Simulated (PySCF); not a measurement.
# ClF5: stationary points from several starts

Aim: find the stationary points of ClF5 from square pyramidal and trigonal bipyramidal starts in the singlet state, tell minima from saddle points, and describe the lowest.

The runs use PySCF 2.14.0; PBE0, basis Cl def2-SVP, F def2-SVP, no relativity, density fitting.

## Step 1: The system as given

6 atoms, charge 0, spin multiplicity 1.

Bond lengths: Cl1–F2 1.630 Å, Cl1–F3 1.630 Å, Cl1–F4 1.630 Å, Cl1–F5 1.630 Å, Cl1–F6 1.630 Å. Angles: F2–Cl1–F3 102.0°, F2–Cl1–F4 102.0°, F2–Cl1–F5 102.0°, F2–Cl1–F6 102.0°, F3–Cl1–F4 87.5°, F3–Cl1–F5 156.0°, F3–Cl1–F6 87.5°, F4–Cl1–F5 87.5°, F4–Cl1–F6 156.0°, F5–Cl1–F6 87.5°.

```xyz
6
charge 0 multiplicity 1
Cl    0.0000    0.0000   -0.0401
F     0.0000    0.0000    1.5899
F     1.5944    0.0000   -0.3790
F     0.0000    1.5944   -0.3790
F    -1.5944    0.0000   -0.3790
F     0.0000   -1.5944   -0.3790
```

## Step 2: Square pyramidal start, singlet: relaxation

One driver script runs all steps and calls PySCF; scf.py shows how it sets up the SCF of each step. The optimiser is the driver's own. Before each start the driver seeks the lowest SCF state from one or more starting densities and follows internal instabilities, so scf.py alone need not reach the same state.

The program finds C4v symmetry in the start, which this walk keeps. The walk stops when the largest gradient is under 0.0003 Eh/bohr and the energy has settled too.

scf.py

```python
from pyscf import gto, scf, dft
mol = gto.M(atom='''
Cl    -0.000000    -0.000000    -0.040113
F      0.000000     0.000000     1.589887
F      1.594400    -0.000000    -0.379013
F      0.000000     1.594400    -0.379013
F     -1.594400    -0.000000    -0.379013
F     -0.000000    -1.594400    -0.379013''',
    basis={'Cl': 'def2-SVP', 'F': 'def2-SVP'},
    charge=0, spin=0)
mf = dft.RKS(mol, xc='PBE0')
mf.grids.atom_grid = (50, 194)
aux = {'Cl': 'def2-universal-JKFIT', 'F': 'def2-universal-JKFIT'}
mf = mf.density_fit(auxbasis=aux)
mf.kernel()
```

Further steps of the session: Hessian and properties; Relaxing the singlet from the trigonal bipyramidal start; Is it a minimum? Harmonic modes; Leaving the saddle point.

Before running it: what results should come out? Wanted: lowest minimum; geometry; wavenumbers; dipole moment; highest occupied, lowest empty level; polar-tensor charge of Cl1; zero-point energy; atomisation energy.

The runs gave:

| quantity | value |
| --- | --- |
| lowest minimum | singlet, C4v |
| geometry | Cl–F 1.640 Å, Cl–F 1.683 Å (×4); F–Cl–F 85.5° (×4), F–Cl–F 89.6° (×4), F–Cl–F 170.9° (×2) |
| wavenumbers (cm⁻¹) | 274 (b1), 290 (e), 358 (b2), 474 (e), 486 (a1), 505 (b1), 543 (a1), 723 (a1), 785 (e) |
| dipole moment | 0.98 D |
| highest occupied, lowest empty level | -10.74, -4.35 eV |
| polar-tensor charge of Cl1 | +2.75 e |
| zero-point energy | 35.8 kJ/mol |
| entropy at 298.15 K | 311.0 J/(mol K) |
| atomisation energy (no zero-point energy) | 615 kJ/mol |

What this shows: The lowest minimum found is the singlet of C4v symmetry. The strongest infrared band lies at 785 cm⁻¹ (e, mixed). A search over typed starts can miss a lower isomer.
